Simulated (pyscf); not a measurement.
## Routes from `[SiH3][SH]` + `[ClH]`

Candidate steps break at most two bonds and form at most two. Each was searched with GFN2-xTB (tblite) first. PySCF, gas phase, ωB97X-D3(BJ)/def2-SVP geometries. Energies: ωB97M-D3(BJ)/def2-TZVP, kcal/mol, from the separated reactants, singlet surface; ΔG‡ with ideal gas, 1 atm, RRHO with modes under 100 cm⁻¹ raised to 100, one conformer, R ln 2 for chiral ones without a mode under 150 cm⁻¹.

```tsv
products	type	ΔE‡	ΔE	ΔG‡ 298 K	ΔG‡ 900 K	ν‡ (cm⁻¹)
H₂S + H₃Si–Cl	four-centre exchange	26.3	-9.6	36.1	56.4	435i
HS–SiH₂–Cl + H₂	four-centre exchange	33.2	-19.1	43.0	63.4	857i
```

Row 1: On the reactant side the descent ends in a complex, 4.3 kcal/mol under the separated species and 29.0 kcal/mol under the saddle at ωB97X-D3(BJ)/def2-TZVP. 

Plain bond fissions and candidates not yet searched are not listed, and one of them may be faster. Each barrier is that of the saddle found; lower ones may exist.
